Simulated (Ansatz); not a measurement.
C$_{3}$H$_{4}$O, SMILES `CC1=CO1` at its PBE0-D4/def2-TZVP geometry, where that method's forces vanish. Charge 0, multiplicity 1.

```xyz
8

C    -0.1615   -0.7336    0.7261
C    -0.0326    0.4105   -0.1866
C     0.8439    1.1029   -0.9447
O    -0.8922    1.3084   -0.4488
H     0.7485   -1.3309    0.7461
H    -0.3902   -0.3713    1.7315
H    -1.0046   -1.3465    0.3979
H     0.8887    0.9604   -2.0215
```

Question: What forces (eV/Å) does PBE-D4/def2-TZVPP give on these atoms in Ansatz? (Estimate.)

Answer: Ansatz gave: 
```
C1   0.005  0.030 -0.006
C2   0.513 -0.793  0.316
C3   0.449  0.172 -0.109
O4  -0.979  0.821 -0.163
H5   0.178 -0.128  0.012
H6  -0.051  0.035  0.226
H7  -0.167 -0.146 -0.041
H8   0.051  0.007 -0.235
```
